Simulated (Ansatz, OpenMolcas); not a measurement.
**Worked example: the enthalpy of formation of OCS (carbonyl sulfide)**

OCS: 3 atoms, total charge 0, spin state singlet. As SMILES, `O=C=S`. The shape is that of a PBE0-D4/def2-TZVP optimisation.

```xyz
3

O     0.9220    0.6844    0.5821
C     0.0967    0.0718    0.0611
S    -1.0187   -0.7562   -0.6432
```

Total energies at PBE0/def2-TZVP (OpenMolcas 26.06); the atoms run unrestricted:

```
species    state  energy (Eh)
    OCS  singlet  -511.337437
      O  triplet   -75.018601
      C  triplet   -37.805374
      S  triplet  -397.973710
```

Harmonic wavenumbers at PBE0-D4/def2-TZVP, in cm⁻¹: 539, 539, 900, 2156.

Measured heats of formation of the gaseous atoms at 298.15 K, in kJ/mol: O 249.2, C 716.9, S 277.0. Spin-orbit lowering of the atoms at 298 K (mean of the ground term's levels less their thermal mean, from spectra), in kJ/mol: O 0.40, C 0.02, S 1.88. Take 1 Eh = 2625.50 kJ/mol, 1 cm⁻¹ = 0.0119627 kJ/mol, RT = 2.479 kJ/mol.

Question: What heat of formation follows?

Answer: 
1. Electronic atomisation energy: (-75.018601) + (-37.805374) + (-397.973710) − (-511.337437) = 0.539752 Eh = 1417.1 kJ/mol.
2. Zero-point energy: half the sum of the wavenumbers, 2067 cm⁻¹ = 24.7 kJ/mol.
3. Thermal vibrational enthalpy, Σ hcν̃/(exp(hcν̃/kT) − 1): 1.2 kJ/mol. Translation, rotation and pV of a linear molecule: 3.5 RT = 8.7 kJ/mol.
4. The 3 free atoms carry 5/2 RT each: 18.6 kJ/mol.
5. Spin-orbit coupling lowers the free atoms by 0.40 + 0.02 + 1.88 = 2.3 kJ/mol.
6. Atomisation enthalpy at 298 K: 1417.1 − 2.3 − 24.7 − 1.2 − 8.7 + 18.6 = 1398.8 kJ/mol.
7. Sum of the atoms' heats of formation: 1243.1 kJ/mol. Heat of formation: 1243.1 − 1398.8 = -155.7 kJ/mol.

The tabulated value is -138.4 kJ/mol (NIST-JANAF tables), so this level is off by -17.3 kJ/mol, or 1.3 % of the atomisation enthalpy. Anharmonicity and any spin-orbit splitting of the molecule are left out.
